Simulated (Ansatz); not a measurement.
Basis sets over 7 cases of the optimised length of bonds between heavy atoms at MP2 with Ansatz (Al to Cl present), each against its own reference: (a) the value in aug-cc-pVQZ; (b) the value in aug-pcseg-3; (c) the value in def2-QZVPP; (d) the value in pcseg-3; (e) the value in pcseg-4 (pcseg sets are built for DFT). By their distance from other large sets or by the extrapolation step the references are unsure by up to roughly 0.0016 Å and lie short of the limit. Each level at its own minimum; frozen cores; unrestricted open shells; no added dispersion term; no relativity. Cartesian d functions in some cases of 6-31G*, 6-311G**, 6-311+G**. (X+d) sets on Al to Cl for cc-pVXZ and aug-cc-pVXZ. Core-valence sets carry the plain set on hydrogen. 

Cases are drawn at random; left out are references unsure by over 0.0033 Å, doubtful singlets, and cases whose largest runs show a restricted determinant unstable towards unrestricted orbitals, <S^2> over 0.1 too high or, where CCSD(T) ran, T1 over 0.025 (0.045 for open shells). Sets are drawn from those converged to one state in every case.

Cases (SMILES) and reference values:
- ClO (OH-Cl), one O-Cl bond length: 1.6824 Å (b)
- [Al]([Cl])[Cl], doublet, one Al-Cl bond length: 2.0969 Å (c)
- Cl[CH2] (CH2-Cl), doublet, one C-Cl bond length: 1.6845 Å (c)
- [Cl][Al] (Al-Cl) (closed-shell singlet), one Al-Cl bond length: 2.1393 Å (e)
- ClF (F-Cl), one F-Cl bond length: 1.6233 Å (e)
- [S]C (CH3-S), doublet, one C-S bond length: 1.7866 Å (d)
- [P]=O (O-P), doublet, one P-O bond length: 1.4886 Å (a)

| basis | functions over def2-SVP (largest species, mean of cases) | mean signed deviation (Å) | mean absolute | largest | within 0.01 Å |
|---|---|---|---|---|---|
| 6-31G* | 1.0 | 0.0124 | 0.0178 | 0.0378 | 2 of 7 |
| def2-SVP | 1.0 | 0.0101 | 0.0166 | 0.0379 | 2 of 7 |
| cc-pVDZ | 1.2 | 0.0193 | 0.0202 | 0.0449 | 1 of 7 |
| 6-311G** | 1.4 | 0.0118 | 0.0192 | 0.0469 | 3 of 7 |
| 6-311+G** | 1.6 | 0.0117 | 0.0182 | 0.0486 | 3 of 7 |
| def2-TZVP | 2.0 | 0.0060 | 0.0060 | 0.0074 | 7 of 7 |
| pcseg-2 | 2.0 | -0.0004 | 0.0064 | 0.0133 | 5 of 7 |
| cc-pVTZ | 2.2 | 0.0054 | 0.0054 | 0.0074 | 7 of 7 |
| def2-TZVPP | 2.3 | 0.0050 | 0.0050 | 0.0071 | 7 of 7 |
| jun-cc-pV(T+d)Z | 2.7 | 0.0066 | 0.0066 | 0.0091 | 7 of 7 |
| 6-311++G(3df,3pd) | 2.8 | 0.0036 | 0.0036 | 0.0101 | 6 of 7 |
| def2-TZVPPD | 2.8 | 0.0062 | 0.0062 | 0.0085 | 7 of 7 |
| cc-pCVTZ | 3.2 | 0.0053 | 0.0053 | 0.0069 | 7 of 7 |
| aug-cc-pVTZ | 3.3 | 0.0072 | 0.0072 | 0.0117 | 6 of 7 |
| cc-pVQZ | 3.9 | 0.0007 | 0.0009 | 0.0022 | 7 of 7 |

Among the sets for which every case ran a larger relative (same family, alike in diffuse functions, listed or not), the smallest listed that holds all cases within 0.01 Å together with them is def2-TZVP, at 2.0 times the functions of def2-SVP. Inside by cancellation, since a larger relative falls out: jun-cc-pV(T+d)Z. Inside, though some case ran no larger relative to test it: def2-TZVPPD, cc-pCVTZ, cc-pVQZ. Largest deviations of relatives not listed, over the cases that ran them: def2-QZVPPD 0.0028, cc-pV5Z 0.0025, aug-cc-pVQZ 0.0028, def2-QZVP 0.0025, def2-QZVPP 0.0025 Å. A case lies within its reference's uncertainty of the window's edge in def2-SVP, pcseg-2, jun-cc-pV(T+d)Z, 6-311++G(3df,3pd), def2-TZVPPD, aug-cc-pVTZ. These figures hold for the cases listed.

Ansatz is an electronic-structure program.
